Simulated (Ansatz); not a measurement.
# AlSiH3 (triplet): from Hartree-Fock to the top rungs at distance Al1–H4 along a hydrogen transfer = 1.791 Å, cc-pVDZ

An exercise on one series of results from a longer session: the logs are not shown, and one member is left open.

Method: cc-pVDZ, core rule «outside noble gas», up to 10 orbitals frozen; program: Ansatz 0.2.0, Gaussian basis.

To be run: UHF; CCSD(T) on ROHF; CCSD(T) on UHF; BCCD(T) on ROHF; CISD; CCSDT(Q) on ROHF; CCSDT(Q) on UHF; CASSCF and MRCISD+Q, 4 electrons in 4 orbitals; CASSCF and NEVPT2, 4 electrons in 4 orbitals.

15 further runs of the same task are left out: 9 for a known fault of the program, 1 for a mislabelled method, 5 that didn't finish.

## What is computed

The geometry derives from fragments relaxed apart (PBE0/def2-TZVP) and kept rigid, so it is no stationary point. A hydrogen atom is moved between rigid fragments.

5 atoms, charge 0, spin multiplicity 3.

Atoms are counted from 1 here; the program's logs count them from 0.

Bond lengths: Al1–H2 1.586 Å, Al1–H3 1.586 Å, Al1–H4 1.791 Å, H4–Si5 1.713 Å. Angles: H2–Al1–H3 120.0°, H2–Al1–H4 120.0°, H3–Al1–H4 120.0°, Al1–H4–Si5 180.0°.

The first run:

The input, in.yaml:

```yaml
crystal:
  periodic: [false, false, false]
  atoms:
    - {symbol: Al, position_ang: [-1.697657, 0.000000, 0.000000]}
    - {symbol: H, position_ang: [-2.490581, 1.373384, 0.000000]}
    - {symbol: H, position_ang: [-2.490581, -1.373384, 0.000000]}
    - {symbol: H, position_ang: [0.093343, 0.000000, 0.000000]}
    - {symbol: Si, position_ang: [1.806343, 0.000000, 0.000000]}
basis:
  gaussian: {orbitals: cc-pVDZ}
magnetization: {spin_polarized: true, initial_magnetization: 2}
hamiltonian: {xc: hf}
output: {orbitals: {seedname: orbitals}}
```

The run is started by

```sh
$ ansatz run in.yaml --threads 1 --pin off --events-out ev --progress --plain --max-ram 2393MiB
```

Among the steps run: UHF; CCSD(T) on ROHF; CCSD(T) on UHF; BCCD(T) on ROHF; CISD; CCSDT(Q) on ROHF; CCSDT(Q) on UHF; CASSCF and MRCISD+Q, 4 electrons in 4 orbitals; CASSCF and NEVPT2, 4 electrons in 4 orbitals.

One of the session's tables, all rows but one given; the rest of the session is left out.

It belongs to the step «Misses and costs». 

```
       method  from UCCSDT(Q) (kcal/mol)
         ROHF                    +115.49
          UHF                          ?
         RMP2                     +29.16
         UMP2                     +29.60
         CISD                     +12.01
        RCCSD                      +3.47
        UCCSD                      +3.41
     RCCSD(T)                      +0.92
     UCCSD(T)                      +0.92
      BCCD(T)                      +0.91
       RCCSDT                      +0.13
       UCCSDT                      +0.13
    RCCSDT(Q)                      +0.01
    UCCSDT(Q)                          0
  CASSCF pair                    +106.51
  NEVPT2 pair                     +28.91
  MRCISD pair                     +10.67
MRCISD+Q pair                      -0.01
```

**Question.** Estimate the row for UHF.

**Answer.** from UCCSDT(Q) (kcal/mol): +112.28. In the column «from UCCSDT(Q) (kcal/mol)» it lies between CASSCF pair (+106.51) and ROHF (+115.49).

Caveats from the session: Restricted and unrestricted rows rest on different reference determinants; where their highest levels disagree by more than a few hundredths of an eV, they describe different states and don't form one ladder.
